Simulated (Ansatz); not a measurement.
Cubic perovskite SrTiO₃ (cubic form, which distorts at low temperature), treated with PBEsol (PAW; Ansatz, a program for electronic structure).

Numerical settings: plane-wave cutoff 560 eV, 6×6×6 k mesh, perturbation theory, no spin polarisation, scalar-relativistic PAW data made under PBE.

Computed at the level's own relaxed cell.

Harmonic phonon frequencies (cm⁻¹; i marks an imaginary mode; at Γ without the LO shift):

```csv
q point,frequencies
Γ,87i 87i 87i 0 0 0 155 155 155 227 227 227 533 533 533
X,99 99 102 102 161 161 164 273 274 311 311 504 504 529 750
M,24i 101 108 108 109 257 257 318 318 454 464 471 471 504 798
R,84i 84i 84i 129 129 129 426 426 426 430 430 430 472 472 833
```

Imaginary modes appear, so the structure is dynamically unstable at this level.

Note: the relaxation could not lower the start's symmetry, so the cell can be a saddle point above a distorted one; the run finds an imaginary mode (87i cm⁻¹), so the cell is a saddle point at this level.
